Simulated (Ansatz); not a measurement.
Cost and result for the atomization energy of `N=CN=C(F)S` (9 atoms, 8 bonds).

Z-matrix (Å, degrees):
```
C
N 1 1.401
N 1 1.261 2 123.2
H 1 1.091 2 117.8 3 180.0
C 2 1.253 1 120.8 3 179.7
H 3 1.022 1 109.6 2 -0.0
F 5 1.339 2 124.5 1 -0.1
S 5 1.739 2 126.1 1 180.0
H 8 1.342 5 93.2 2 -0.1
```

Charge 0, multiplicity 1. The structure was optimised at the PBE0-D4/def2-TZVP level. It is one conformer, not always the lowest. Program: Ansatz. All runs use 4 threads of an Arm Neoverse V1 on a shared host. Times are those of one run each, without the atoms' runs, and a repeat can differ threefold. Electronic energies, without spin–orbit coupling; frozen cores. CCSD(T)/CBS adds CCSD(T) − MP2 in def2-TZVPP to the MP2 limit, and its time is that of the two runs behind it. T1 = 0.014; the RHF reference is unstable towards UHF. HSE06 is the plane-wave form, built on full-range PBE exchange.

CCSD(T)/CBS is a level of theory with its own doubt, some kJ/mol a heavy atom from the limit and from the frozen cores, so smaller differences don't rank the functionals.

| level | functions | wall time | atomization (kcal/mol) | difference from CCSD(T)/CBS | per bond |
| --- | --- | --- | --- | --- | --- |
| LDA (SPW92)/def2-TZVPP | 239 | 1.2 s | 1018.3 | 180.9 | 22.6 |
| revPBE-D4/def2-TZVPP | 239 | 1.8 s | 860.9 | 23.5 | 2.9 |
| BHLYP-D4/def2-TZVPP | 239 | 3 s | 796.3 | -41.1 | -5.1 |
| HSE06-D4/def2-TZVPP | 239 | 3.1 s | 854.2 | 16.8 | 2.1 |
| r2SCANh-D4/def2-TZVPP | 239 | 5 s | 834.4 | -3.0 | -0.4 |
| B2PLYP/def2-TZVPP | 239 | 5.5 s | 834.3 | -3.1 | -0.4 |
| PBE-QIDH/def2-TZVPP | 239 | 5.5 s | 832.5 | -4.9 | -0.6 |
| CCSD(T)/def2-SVP | 103 | 6 s | 782.4 | -55.0 | -6.9 |
| B97M-V/def2-TZVPP | 239 | 8 s | 847.4 | 10.0 | 1.2 |
| ωB97M-V/def2-TZVPP (with forces) | 239 | 10 s | 848.4 | 11.0 | 1.4 |
| MP2/def2-QZVPP | 445 | 29 s | 853.6 | 16.2 | 2.0 |
| CCSD(T)/def2-TZVPP | 239 | 2.9 min | 807.7 | -29.7 | -3.7 |
| CCSD(T)/CBS(def2) | – | 3.4 min | 837.4 | 0.0 | 0.0 |

In def2-TZVPP, CCSD(T) changes the Hartree–Fock value by +280.5 kcal/mol (the triples alone add +23.3 kcal/mol) and MP2 by +308.9 kcal/mol; breaking electron pairs costs correlation energy, which Hartree–Fock lacks. Leaving LDA and LC-ωPBE aside and taking each functional with its dispersion term where it has one, the values, not all of them listed here, spread over 95.3 kcal/mol, from BHLYP-D4 to PBE-D4. LDA lies +131.3 kcal/mol from PBE without D4, its usual overbinding. From PBE to PBE0 (25 % exact exchange), in def2-TZVPP and without D4, the atomization energy moves by −37.8 kcal/mol: exact exchange takes away binding that semilocal exchange gives to molecules.
